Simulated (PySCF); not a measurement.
Computed with PySCF and rigid-rotor harmonic-oscillator thermochemistry at 1 bar. The comparison is the NASA 1993 polynomial table, which mixes measured and estimated data. 6-31G* has spherical d functions here. All species are closed-shell singlets. The harmonic model lacks anharmonicity and excited electronic states, which grow with temperature; levels with a mode under 35 cm⁻¹ are left out. Internal rotation in C3H8 is treated as a harmonic vibration of one conformer, which makes the entropy rough.

Harmonic frequencies at HF/6-31G* (cm⁻¹): 234, 294, 393, 808, 930, 985, 1014, 1128, 1286, 1331, 1436, 1504, 1562, 1572, 1636, 1637, 1643, 1653, 1659, 3190, 3191, 3198, 3214, 3246, 3255, 3259, 3262. Point group C2v; S°(298 K) = 266.0 J/mol/K at this level.

Work out Cp and S° of gaseous C3H8 at 500, 800, 1200, 1600, 2000 K from these, and set them beside the table.


```
T (K)  Cp HF/6-31G*  Cp table  S° HF/6-31G*  S° table
-----  ------------  --------  ------------  --------
500           102.0     112.3         308.6     317.6
800           146.9     154.8         366.8     380.5
1200          186.1     188.7         434.5     450.4
1600          209.6     209.4         491.5     507.7
2000          223.9     222.6         539.9     555.9
```
Units J/mol/K.
